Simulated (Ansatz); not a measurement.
A displaced shape of singlet CH2O:

```xyz
4

C     0.0255    0.0409   -0.5095
O     0.0441    0.0174    0.6891
H    -0.0199   -0.9655   -1.1654
H    -0.0242    0.9040   -1.1079
```

It was optimised with PBE0/def2-SVP in Ansatz (development build ahead of 0.2.0) to forces under 0.001 eV/Å, with restricted orbitals. Each step stands on the lowest determinant of that kind that the program's search found.

Question: What shape does it relax to, and how does the optimisation go?

Answer:

```xyz
4

C     0.0064   -0.0008   -0.5215
O     0.0471   -0.0004    0.6739
H     0.0025   -0.9453   -1.1233
H    -0.0304    0.9433   -1.1228
```

Bond lengths: C1–O2 1.196 Å, C1–H3 1.120 Å, C1–H4 1.120 Å. Angles: O2–C1–H3 122.5°, O2–C1–H4 122.5°, H3–C1–H4 115.0°.

```csv
step,E − E(start) (eV),largest force (eV/Å)
1,0.0000,3.9224
2,0.3267,4.2908
3,-0.0386,2.0813
4,-0.1206,1.9397
5,-0.1655,0.9462
6,-0.1767,0.1241
7,-0.1772,0.0893
8,-0.1774,0.1018
9,-0.1775,0.0931
10,-0.1777,0.0375
11,-0.1778,0.0136
12,-0.1777,0.0499
13,-0.1778,0.0083
14,-0.1778,0.0054
15,-0.1778,0.0006
```

The optimisation ended after 15 steps with its threshold met.
